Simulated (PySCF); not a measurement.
Gas-phase reaction: SiH2Cl + 3 SiH3 ⇌ i-Si4H10 + HCl

Computed with PySCF and rigid-rotor harmonic-oscillator thermochemistry at 1 bar. † marks an energy on the PBE0/def2-TZVP geometry and frequencies; other levels use their own. MP2 and CCSD(T) freeze the core. Open shells (unrestricted): SiH2Cl (multiplicity 2), SiH3 (multiplicity 2); the rest are closed-shell singlets. SiH2Cl: computed as isolated molecules; such fragments, hydroxides, amides, oligomers or adducts are transient or little studied in the gas. MP2 isn't extrapolated to the basis-set limit; its ΔH°(298 K) is -525.0 kJ in def2-SVP and -549.3 kJ in def2-TZVPP. CCSD(T) isn't extrapolated to the basis-set limit. The harmonic model lacks anharmonicity and excited electronic states, which grow with temperature; levels with a mode under 35 cm⁻¹ are left out. Internal rotation in i-Si4H10 is treated as a harmonic vibration of one conformer, which makes the entropy rough.

ΔH° and ΔS° at 298 K: BLYP/def2-TZVP† -488 kJ, -318 J/K; CCSD(T)/def2-SVP† -528 kJ, -318 J/K; HF/def2-TZVP† -354 kJ, -318 J/K; MP2/def2-TZVPP† -549 kJ, -318 J/K; PBE/def2-SVP -544 kJ, -318 J/K; PBE/def2-TZVP† -537 kJ, -318 J/K.

Problem. With the heat capacities included, give log10 K (1 bar) at 600, 1000, 1200, 1600, 1800 K from BLYP/def2-TZVP†, CCSD(T)/def2-SVP†, HF/def2-TZVP†, MP2/def2-TZVPP†, PBE/def2-SVP, PBE/def2-TZVP†.

Solution. 
```tsv
T (K)	BLYP/def2-TZVP†	CCSD(T)/def2-SVP†	HF/def2-TZVP†	MP2/def2-TZVPP†	PBE/def2-SVP	PBE/def2-TZVP†
600	26.1	29.7	14.5	31.5	31.0	30.4
1000	9.6	11.7	2.6	12.8	12.5	12.2
1200	5.6	7.3	-0.3	8.2	8.0	7.7
1600	0.6	1.9	-3.7	2.6	2.4	2.2
1800	-1.0	0.2	-4.9	0.8	0.6	0.5
```
